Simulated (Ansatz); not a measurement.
**Worked example: correlation energy of H3Ge–BH2, triplet**

Geometry: that of the H3Ge–BH2, singlet, kept fixed. The singlet lies 3.6 eV lower here.

| atom | x (Å) | y (Å) | z (Å) |
| --- | --- | --- | --- |
| Ge | 0.0000 | 0.0008 | 0.2930 |
| B | 0.0000 | 0.0075 | -1.7645 |
| H | 0.0000 | 1.3963 | 0.9398 |
| H | 1.2362 | -0.7617 | 0.8114 |
| H | -1.2362 | -0.7617 | 0.8114 |
| H | 0.0000 | 1.0179 | -2.4011 |
| H | 0.0000 | -1.0325 | -2.3529 |

Basis cc-pVDZ; Ansatz 0.2.0. Correlated methods freeze the noble-gas cores and the filled d shells of p-block atoms, which leaves 12 electrons in 51 orbitals. R marks a restricted (for open shells ROHF) determinant, U an unrestricted one. No spin–orbit coupling is included, and no scalar relativity.

Full CI isn't at hand for all of this; UCCSDT(Q) serves as the reference, and is uncertain by about the last step of the cluster series.

Runs differ by some tens of microhartree through their thresholds and, for an open shell, their frozen cores, so steps under 0.03 kcal/mol mean nothing.

| level | total energy (hartree) |
| --- | --- |
| UHF | -2102.758907 |
| UMP2 | -2102.935811 |
| UCCSD | -2102.981064 |
| UCCSD(T) | -2102.986139 |
| UCCSDT | -2102.987373 |
| UCCSDT(Q) | -2102.987544 |

Q: What is the correlation energy at UCCSDT(Q), and what share of it do UMP2 and UCCSD recover?

A: E(corr) = -2102.987544 − (-2102.758907) = -0.228637 hartree = -6.222 eV. UMP2: -0.176904 / -0.228637 = 77.37 %. UCCSD: -0.222157 / -0.228637 = 97.17 %.

Q: By how many kcal/mol does UCCSD(T) miss UCCSDT(Q) (1 hartree = 627.509 kcal/mol), and which steps make up the rest?

A: -2102.986139 − (-2102.987544) = 0.001405 hartree = 0.88 kcal/mol. Steps: UCCSDT − UCCSD(T) = -0.77, UCCSDT(Q) − UCCSDT = -0.11 kcal/mol. Differences between like states or geometries often cancel part of this.
